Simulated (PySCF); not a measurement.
We consider zinc-blende BAs, described by LNO-CCSD(T) (PySCF, GTH pseudopotentials, Gaussian basis).

The same calculation (at the measured cell, 13.626 Å³/atom) with different numerical settings; throughout: k mesh 2×2×2:

```json
[
 {"run": "1", "basis": "DZ", "LNO threshold": "3e-05", "total energy (eV/atom)": "-122.1816"},
 {"run": "2", "basis": "DZ", "LNO threshold": "1e-05", "total energy (eV/atom)": "-122.1636"},
 {"run": "3", "basis": "DZ", "LNO threshold": "3e-06", "total energy (eV/atom)": "-122.1583"},
 {"run": "4", "basis": "TZ", "LNO threshold": "3e-05", "total energy (eV/atom)": "-123.0190"},
 {"run": "5", "basis": "TZ", "LNO threshold": "1e-05", "total energy (eV/atom)": "-122.9985"},
 {"run": "6", "basis": "TZ", "LNO threshold": "3e-06", "total energy (eV/atom)": "-122.9918"}
]
```

In the column total energy (eV/atom) the first row differs from the last by +0.8102 and the next to last by -0.0067.

The last row is no converged limit: other settings stay fixed.
